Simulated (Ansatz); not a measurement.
Start from `CC(O)Cl` and change one atom or group to get `CC(O)O`.

Ansatz, PBE0-D4/def2-TZVP geometries, multiplicity 1. Each molecule was computed in one conformer, which needn't be the lowest.

```tsv
property	`CC(O)Cl`
LUMO energy (B3LYP/def2-TZVPP) / eV	0.35
size of the dipole moment (B3LYP/def2-TZVPP) / D	2.24
HOMO energy (PBE/def2-TZVPP) / eV	-6.90
LUMO energy (ωB97M-V/def2-TZVPP) / eV	2.33
size of the dipole moment (ωB97M-V/def2-TZVPP) / D	2.24
HOMO–LUMO gap (B3LYP/def2-TZVPP) / eV	8.49
```

Q: What does the change do to each property? (Best estimate.)

A: The calculation gave: 
```
                                          property  `CC(O)O`  shift
               LUMO energy (B3LYP/def2-TZVPP) / eV      0.69   0.34
  size of the dipole moment (B3LYP/def2-TZVPP) / D      0.19  -2.05
                 HOMO energy (PBE/def2-TZVPP) / eV     -6.41   0.49
             LUMO energy (ωB97M-V/def2-TZVPP) / eV      2.49   0.16
size of the dipole moment (ωB97M-V/def2-TZVPP) / D      0.20  -2.04
             HOMO–LUMO gap (B3LYP/def2-TZVPP) / eV      8.58   0.09
```

With PBE0 the HOMO rises by 0.26 eV and the LUMO rises by 0.40 eV, so the gap widens by about 0.14 eV. PBE moves the HOMO by 0.49 eV and ωB97M-V by 0.11 eV. The zero-point energy changes by 36.4 kJ/mol with +3 modes. Dipoles are sizes alone; their direction can turn.

B3LYP here is the variant with VWN-RPA as its local correlation; programs differ in this.
